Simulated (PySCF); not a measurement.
H2NCO+, CH2NO (charge +1).
Cartesian coordinates in Å at the PBE0-D3(BJ)/def2-SVP level; atoms count from 1:
```xyz
5
CH2NO angstrom
N     -0.5053   -0.0037   -0.0392
C      0.7617   -0.0460    0.0079
O      1.8876   -0.0825    0.0492
H     -0.9966    0.8991   -0.0519
H     -1.0553   -0.8718   -0.0625
```

Computed, not measured: delta-SCF UKS SCAN, pcX-2 on the ionised atom, pcseg-1 elsewhere, spin-free X2C (PySCF). Each 1s hole has a ground state of its own, since the core basis sits on the ionised atom alone.

| ionised atom | basis functions | E(ground) (Eh) | binding energy (eV) |
| --- | --- | --- | --- |
| C2 | 83 | -168.99199 | 304.858 |
| N1 | 83 | -168.99443 | 416.015 |
| O3 | 83 | -169.00985 | 549.181 |

Problem. Fill in the total energy of each core-ionised state.

Solution. With binding energy = E(ionised) − E(ground) and 27.2114 eV a hartree:

| atom | binding energy (Eh) | E(ionised) (Eh) |
| --- | --- | --- |
| C2 | 11.2033 | -157.7887 |
| N1 | 15.2883 | -153.7062 |
| O3 | 20.1820 | -148.8278 |

Problem. How much do the ground-state energies differ, and what would follow from using one of them for all holes?

Solution. They run from -169.0099 Eh (core basis on O3) to -168.9920 Eh (on C2), 0.0179 Eh or 0.49 eV apart, though the state is the same; only basis and grid differ. Pairing the ion of C2 with the ground state of O3 would put its binding energy 0.49 eV too high.

Only 1s holes are shown. The species carries charge +1, so core ionisation leaves charge +2. Geometry: PBE0-D3(BJ)/def2-SVP; no solvent, vibrations or thermal averaging.
